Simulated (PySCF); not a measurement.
J couplings in C$_{5}$H$_{9}$F

Cartesian coordinates in Å; atom numbers follow the order of the lines, from 1:
```xyz
15

C     2.5123    0.2640   -0.3467
C     1.1838   -0.3750   -0.1303
C     0.1403    0.2292    0.4117
C    -1.2009   -0.4065    0.6282
C    -2.2729    0.2096   -0.2666
F    -1.1428   -1.7656    0.3712
H     2.5014    1.3061   -0.0360
H     2.7885    0.2096   -1.3993
H     3.2773   -0.2654    0.2209
H     1.1019   -1.4085   -0.4386
H     0.1919    1.2608    0.7328
H    -1.4923   -0.3216    1.6858
H    -2.3662    1.2707   -0.0539
H    -3.2300   -0.2761   -0.0911
H    -1.9966    0.0765   -1.3100
```

Method: B3LYP/pcJ-1 (spin–dipole term only in couplings to heteroatoms)//GFN2-xTB, PySCF 2.14.0 with density-fitted response routines; isolated molecule, single conformer, non-relativistic. Couplings are averaged over pairs made equivalent by symmetry, fast rotation or ring inversion, so a value needn't be that of the named pair in this geometry, while other rotamers aren't included; one pair stands for each set, and the list holds a selection of those of at least 0.8 Hz over up to four bonds. One-bond C–F couplings come out tens of Hz too large with common functionals.

Isotopes: ¹³C, ¹⁹F, ¹H.

```
    pair  bonds  J (Hz)
  C1, C2      1    43.9
  C1, H7      1   132.2
  C2, C3      1    82.5
 C2, H10      1       ?
  C3, C4      1    48.9
 C3, H11      1       ?
  C4, C5      1    38.7
  C4, F6      1  -227.0
 C4, H12      1   154.9
 C5, H13      1   134.1
  C2, H7      2    -6.8
 C2, H11      2       ?
  C3, F6      2    13.5
 C4, H13      2       ?
  C5, F6      2       ?
 C5, H12      2    -1.5
  C1, C4      3     5.4
 C1, H11      3       ?
  C2, C5      3       ?
 C5, H11      3     1.2
 F6, H13      3    22.3
H11, H12      3       ?
  C4, H7      4    -1.0
 F6, H10      4     2.3
 H7, H11      4    -2.1
H10, H12      4    -2.6
```

Estimate the withheld couplings, with signs.

Answers


- ¹J(C2,H10) = 160.8 Hz (bond length 1.082 Å, sp2 carbon)
- ¹J(C3,H11) = 157.9 Hz (bond length 1.082 Å, sp2 carbon)
- ²J(C2,H11) = -0.9 Hz (angle at C3 121°)
- ²J(C4,H13) = -3.6 Hz (mean over equivalent pairs that range from -6.8 to 1.9 Hz in this conformer)
- ²J(C5,F6) = 22.6 Hz (angle at C4 108°)
- ³J(C1,H11) = 8.1 Hz (dihedral angle 1°)
- ³J(C2,C5) = 2.6 Hz (dihedral angle 112°)
- ³J(H11,H12) = 3.0 Hz (dihedral angle 56°)
